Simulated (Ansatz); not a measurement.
Geometry optimisation, RKS PBE/def2-mTZVP in Ansatz 0.2.0.

input.yaml

```yaml
crystal:
  periodic: [false, false, false]
  atoms:
    - { symbol: B, position_ang: [0.034833, 0.241681, 0.011323] }
    - { symbol: H, position_ang: [-0.13549, 0.526355, 1.157967] }
    - { symbol: H, position_ang: [1.147511, 0.219612, -0.431268] }
    - { symbol: H, position_ang: [-0.913093, 0.057275, -0.690472] }
    - { symbol: "N", position_ang: [0.007293, -2.238536, 1.168664] }
    - { symbol: H, position_ang: [-0.556849, -2.457253, 0.344417] }
    - { symbol: H, position_ang: [0.995228, -2.211284, 0.901545] }
    - { symbol: H, position_ang: [-0.263632, -1.30145, 1.535225] }
basis:
  gaussian: { orbitals: def2-mTZVP }
hamiltonian:
  xc: pbe
relax:
  f_tol: 0.03
  max_steps: 50
```

Run as:

```bash
$ ansatz run input.yaml --threads 1 --pin off --max-ram 2048MiB --backend cpu --events-out ev --progress --plain --runs-dir out
```

Question: Where does it end, and by what steps?

Answer: It converged. After 8 steps the energy has fallen by 1.417 eV; N5 moved furthest, 0.70 Å. Joined: B1–N5 (2.74 → 1.65 Å).

```
step  energy less start (eV)  largest force component (eV/Å)  accepted
   0                  0.0000                           0.787       yes
   1                 -0.0340                           1.518       yes
   2                 -0.1244                           1.335       yes
   3                 -0.2422                           0.626       yes
   4                 -0.5455                           2.354       yes
   5                 -0.9856                           2.053       yes
   6                 -1.3256                           0.994       yes
   7                 -1.4133                           0.081       yes
   8                 -1.4167                           0.021       yes
```

```xyz
8
Properties=species:S:1:pos:R:3
B 0.040 -0.123 0.156
H 0.251 0.640 1.079
H 0.933 -0.138 -0.670
H -1.066 0.009 -0.334
N 0.039 -1.629 0.827
H -0.151 -2.353 0.126
H 0.944 -1.851 1.257
H -0.675 -1.718 1.558
```

Whether the end is a true minimum wasn't checked by a vibrational analysis.

The run took 13 s on 1 thread of Arm Neoverse V1 (shared host), peak memory 0.11 GiB.
